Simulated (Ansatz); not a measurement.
## Down a group: vertical ionisation energies of AlF₂, AlCl2

Ansatz 0.2.0, basis cc-pVDZ; geometries are PBE0/def2-TZVP minima. Wave-function levels freeze the cores; HF, MP2 and coupled cluster are restricted for singlets and unrestricted otherwise. The reference is CCSDT(Q) (coupled cluster only where its series has nearly closed). An error is the level's value less the reference. None of these values is a measured one. Energies are electronic, without zero-point terms. The set is small: such energies can lie up to about 0.3 eV from the limit, spin gaps mostly less, so near ties and functionals' places can change in larger sets. No spin–orbit coupling and no scalar relativity. The species are chosen: bound, without strong static correlation by their natural occupations or amplitudes, in their lowest spin state as far as vertical gaps and like structures tell, with only the lowest ion state computed, and with a ladder that closes on the reference, so errors are smaller than for species at large; levels whose determinant breaks symmetry or spin markedly are left out.

```
       species                      bonds (Å)                            quantity  symmetry of the states  reference  value (eV)  error HF  error MP2  error CCSD  error CCSD(T)  error CCSDT
 AlF2, doublet   F–Al 1.647, angle at Al 120°  vertical ionisation to the singlet                 A1 / A1   CCSDT(Q)       9.389     0.276     -0.060       0.057          0.007        0.006
AlCl2, doublet  Al–Cl 2.103, angle at Al 119°  vertical ionisation to the singlet                 A1 / A1   CCSDT(Q)       8.550     0.207      0.039       0.069          0.009        0.005
```

The reference falls from F to Cl, by 0.839 eV in all.
